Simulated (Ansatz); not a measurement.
Two isomers of C3H2OS: A = `C#CC(=O)S`, B = `C#CSC=O`.

Computed with Ansatz on PBE0-D4/def2-TZVP structures; ΔE is electronic, products minus reactants. CCSD(T)/CBS adds triple-zeta CCSD(T) − MP2 to the extrapolated MP2 energy (def2 sets, frozen cores). Functionals use def2-TZVPP. One conformer a species, not always the lowest.

(1) Which isomer does CCSD(T)/CBS put lower? Give the gap. (Estimate.)

(2) Give E(B) − E(A) in kcal/mol with CCSD/def2-TZVPP, LDA (SPW92), PBE-D4, ωB97M-V, HF/def2-TZVPP, CCSD(T)/def2-SVP, CCSD(T)/def2-TZVPP. (Best estimate.)

(3) Does the order hold for the free energy at 298.15 K (harmonic terms from PBE0-D4)? (An estimate is asked.)

Largest T1 diagnostic: 0.017.

## Answers

(1) Computed: A, by 4.9 kcal/mol.

(2) Ansatz gave: CCSD/def2-TZVPP 5.6, LDA (SPW92) 5.1, PBE-D4 4.2, ωB97M-V 4.9, HF/def2-TZVPP 5.6, CCSD(T)/def2-SVP 7.9, CCSD(T)/def2-TZVPP 5.5. None reverses the order clearly.

(3) Computed: Yes: G(B) − G(A) = +5.5 kcal/mol, for one conformer each.

At CCSD(T), def2-SVP lies +3.0 kcal/mol from the extrapolated value and def2-TZVPP +0.6 kcal/mol. Leaving LDA and LC-ωPBE aside and taking each functional with its dispersion term where it has one, the values, not all of them listed here, spread over 1.2 kcal/mol, from revPBE-D4 to CAM-B3LYP-D4. LDA lies +0.9 kcal/mol from PBE without D4.
